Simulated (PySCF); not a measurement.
# AlHCl2 (SMILES [H][Al]([Cl])[Cl]): levels of theory compared

Wanted: a comparison of 6 runs (B2PLYP/STO-3G, PBE/STO-3G, PBE0/STO-3G, r2SCAN/STO-3G, CCSDT/STO-3G, NEVPT2(2,2)/STO-3G) of AlHCl2. Input form: a Python script.

The results are computed with PySCF 2.14.0.

5 further runs of the same task are left out: 2 that didn't finish, 3 set aside as unsound or not needed.

## Step 1: The system as given

AlHCl2 has 4 atoms, charge 0, and is taken as a singlet. As SMILES, `[H][Al]([Cl])[Cl]`. Geometry: a GFN2-xTB relaxation, a rough one for these elements and not checked as a minimum.

Bond lengths: Al1–Cl2 2.022 Å, Al1–Cl3 2.023 Å, Al1–H4 1.522 Å. Angles: Cl2–Al1–Cl3 124.1°, Cl2–Al1–H4 118.0°, Cl3–Al1–H4 117.9°.

## Step 2: A single-point energy at B2PLYP/STO-3G (run 1)

input.py reads:

```python
from pyscf import gto, dft, mp

mol = gto.M(
    atom='''
Al  -0.047750  -0.080660  -0.000420
Cl   1.971850  -0.182600   0.014280
Cl  -1.095680   1.649890  -0.015830
H   -0.828410  -1.386630   0.001980
''',
    verbose=3,
    max_memory=1860,
    basis='sto-3g',
    charge=0,
)

myscf = dft.RKS(mol)
myscf.xc = '0.53*HF + 0.47*B88, 0.73*LYP'
myscf.conv_tol = 1e-10
myscf.grids.level = 5
myscf.kernel()
if not myscf.converged:
    myscf = myscf.newton().run(myscf.mo_coeff, myscf.mo_occ)

pt = mp.MP2(myscf, frozen=15).run()
etot = myscf.e_tot + 0.27 * pt.e_corr
print('PT2 part  %.8f' % (0.27 * pt.e_corr))
print('E(%s) = %.9f' % ('B2PLYP', etot))
```

Launch:

```
$ OMP_NUM_THREADS=1 python input.py
```

The program printed:

```text
converged SCF energy = -1150.17220430838
E(RMP2) = -1150.21606776173  E_corr = -0.0438634533462595
E(SCS-RMP2) = -1150.21957741827  E_corr = -0.0473731098824614
PT2 part  -0.01184313
E(B2PLYP) = -1150.184047441
```

Run time: 3.6 s. Hardware: 1 thread of Arm Neoverse V1, shared host; peak memory 0.23 GiB.

## Step 3: The energy at PBE/STO-3G (run 2)

input.xyz reads:

```xyz
4

Al    -0.047750    -0.080660    -0.000420
Cl     1.971850    -0.182600     0.014280
Cl    -1.095680     1.649890    -0.015830
H     -0.828410    -1.386630     0.001980
```

input.py reads:

```python
# AlCl2H
from pyscf import gto, dft

mol = gto.M(
    atom='input.xyz',
    basis='sto-3g',
    verbose=3,
    max_memory=1860,
    charge=0,
)

myscf = dft.RKS(mol, xc='pbe')
myscf.conv_tol = 1e-10
myscf.grids.level = 5
myscf.kernel()
if not myscf.converged:
    myscf = myscf.newton().run(myscf.mo_coeff, myscf.mo_occ)

etot = myscf.e_tot
print(f'total energy: {etot:.8f} hartree')
```

Launch:

```
$ OMP_NUM_THREADS=1 python input.py
```

The program printed:

```text
converged SCF energy = -1150.07566218182
total energy: -1150.07566218 hartree
```

Run time: 3.3 s. Hardware: 1 thread of Arm Neoverse V1, shared host; peak memory 0.23 GiB.

Run 3 isn't shown in full; the table further down has it.

## Step 4: The energy at r2SCAN/STO-3G (run 4)

job.py reads:

```python
from pyscf import gto, dft

mol = gto.Mole()
mol.atom = 'Al -0.047750 -0.080660 -0.000420; Cl 1.971850 -0.182600 0.014280; Cl -1.095680 1.649890 -0.015830; H -0.828410 -1.386630 0.001980'
mol.basis = 'sto-3g'
mol.max_memory = 1860
mol.verbose = 3
mol.build()

mf = dft.RKS(mol)
mf.xc = 'r2scan'
mf.grids.level = 5
mf.conv_tol = 1e-10
mf.kernel()
if not mf.converged:
    mf = mf.newton().run(mf.mo_coeff, mf.mo_occ)

e_final = mf.e_tot
print('E(%s) = %.9f' % ('R2SCAN', e_final))
```

Launch:

```
$ OMP_NUM_THREADS=1 python job.py
```

The program printed:

```text
converged SCF energy = -1150.60110036712
E(R2SCAN) = -1150.601100367
```

It took 4.5 s on 1 thread of Arm Neoverse V1, shared host; peak memory 0.23 GiB.

Run 5 isn't shown in full; the table further down has it.

## Step 5: A single-point energy at NEVPT2(2,2)/STO-3G (run 6)

input.py reads:

```python
import numpy
from pyscf import gto, scf, mp, mcscf, mrpt

mol = gto.M(
    atom='''
Al  -0.047750  -0.080660  -0.000420
Cl   1.971850  -0.182600   0.014280
Cl  -1.095680   1.649890  -0.015830
H   -0.828410  -1.386630   0.001980
''',
    verbose=3,
    charge=0,
    spin=0,
    basis='sto-3g',
    max_memory=1860,
)

myscf = mol.RHF()
myscf.conv_tol = 1e-10
myscf.kernel()
if not myscf.converged:
    myscf = myscf.newton().run(myscf.mo_coeff, myscf.mo_occ)

pt = mp.MP2(scf.addons.convert_to_uhf(myscf)).run()
noons, natorbs = mcscf.addons.make_natural_orbitals(pt)
print('natural occupations', numpy.round(noons[:40], 4))
cas = mcscf.CASSCF(myscf, 2, 2)
cas.fix_spin_(ss=0.0)
cas.natorb = True
cas.kernel(natorbs)
e_pt2 = mrpt.NEVPT(cas).kernel()
energy = cas.e_tot + e_pt2
print('E(%s) = %.9f' % ('NEVPT2', energy))
```

Launch:

```
$ OMP_NUM_THREADS=1 python input.py
```

The program printed:

```text
converged SCF energy = -1148.93350292234
E(UMP2) = -1148.9732420585  E_corr = -0.0397391361600625
E(SCS-UMP2) = -1148.97552690792  E_corr = -0.0420239855821993
natural occupations [2.     2.     2.     2.     2.     2.     2.     2.     2.     2.
 2.     1.9998 1.9998 1.9997 1.9995 1.9995 1.9994 1.999  1.9988 1.9983
 1.9967 1.9928 1.9921 1.9872 0.0152 0.0085 0.0068 0.0067]
CASSCF energy = -1148.94989493997
CASCI E = -1148.94989493997  E(CI) = -1.52836240694296  S^2 = 0.0000000
Sr    (-1)',   E = 0.00000000000124
Si    (+1)',   E = -0.00000000006675
Sijrs (0)  ,   E = -0.02047351436650
Sijr  (+1) ,   E = -0.00452919600729
Srsi  (-1) ,   E = -0.00111277068308
Srs   (-2) ,   E = -0.00040190407857
Sij   (+2) ,   E = -0.00034567478079
Sir   (0)' ,   E = -0.00123948384583
Nevpt2 Energy = -0.028102543827564
E(NEVPT2) = -1148.977997484
```

It took 1.1 s on 1 thread of Arm Neoverse V1, shared host; peak memory 0.12 GiB.

## Step 6: All runs side by side

| run | level | frozen core orbitals | integration grid | energy (Eh) | dipole moment (D) of the reference | HOMO energy (eV) | LUMO energy (eV) | wall time |
| --- | --- | --- | --- | --- | --- | --- | --- | --- |
| 1 | B2PLYP/STO-3G | 15 | 5 | -1150.184047 | 1.89 | -8.19 | 4.35 | 3.6 s |
| 2 | PBE/STO-3G | – | 5 | -1150.075662 | 1.67 | -5.44 | 1.80 | 3.3 s |
| 3 | PBE0/STO-3G | – | 5 | -1150.262539 | 1.82 | -6.96 | 2.80 | 3.6 s |
| 4 | r2SCAN/STO-3G | – | 5 | -1150.601100 | 1.73 | -5.83 | 2.17 | 4.5 s |
| 5 | CCSDT/STO-3G | 15 | – | -1148.976476 | 2.05 | -10.33 | 7.08 | 1.4 s |
| 6 | NEVPT2(2,2)/STO-3G | – | – | -1148.977997 | 2.05 | -10.33 | 7.08 | 1.1 s |

## Step 7: Summary of results

| quantity | value |
| --- | --- |
| run 6: total energy | -1148.97800 Eh |
| run 6: dipole moment (Hartree–Fock density) | 2.05 D |
| run 6: HOMO energy (Hartree–Fock orbitals) | -10.33 eV |
| run 6: LUMO energy (Hartree–Fock orbitals) | 7.08 eV |
| run 6: HOMO–LUMO gap (Hartree–Fock orbitals) | 17.41 eV |

What this shows: Over runs 1, 2, 3, 4 the dipole moment (its size) runs from 1.67 D (PBE/STO-3G) to 1.89 D (B2PLYP/STO-3G). A double hybrid's value is that of its SCF part. Over runs 1, 2, 3, 4 the HOMO–LUMO gap runs from 7.24 eV (PBE/STO-3G) to 12.54 eV (B2PLYP/STO-3G). Totals of different functionals can't be ranked against each other. In runs 1, 2, 3, 4, 5, 6 the basis is minimal, so the values are rough. All runs together took 17 s, the longest 4.5 s.
